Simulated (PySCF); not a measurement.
C6H6, SMILES c1ccccc1 (connectivity only; charge and spin as stated), charge +1, multiplicity 2.

Geometry: r2SCAN-D4/def2-SVP. The spin state was assumed, not searched.

Calculation: TDA-PBE/def2-SVPD (PySCF).

Vertical excitations. Gas-phase values at a fixed geometry.

Computed UV-visible absorptions:
| state | energy (eV) | λ (nm) | f | main pairs |
|---|---|---|---|---|
| root 1 | 0.60 | 2074 | 0.000 | β HOMO→LUMO 99 % |
| root 2 | 2.12 | 586 | 0.000 | β HOMO−1→LUMO 100 % |
| root 3 | 2.31 | 536 | 0.000 | β HOMO−2→LUMO 100 % |
| root 4 | 3.11 | 398 | 0.024 | α HOMO−1→LUMO 12 %, α HOMO→LUMO+1 6 %, β HOMO−3→LUMO 80 % |
| root 5 | 4.00 | 310 | 0.000 | β HOMO−4→LUMO 99 % |
| root 6 | 4.27 | 291 | 0.000 | β HOMO−5→LUMO 100 % |
| root 7 | 4.49 | 276 | 0.011 | α HOMO→LUMO 67 %, β HOMO→LUMO+1 32 % |
| root 8 | 4.64 | 267 | 0.002 | α HOMO→LUMO+1 50 %, β HOMO→LUMO+2 44 % |
| root 9 | 4.88 | 254 | 0.000 | β HOMO−6→LUMO 99 % |
| root 10 | 5.08 | 244 | 0.000 | β HOMO−7→LUMO 99 % |
Unrestricted roots are not spin-pure.
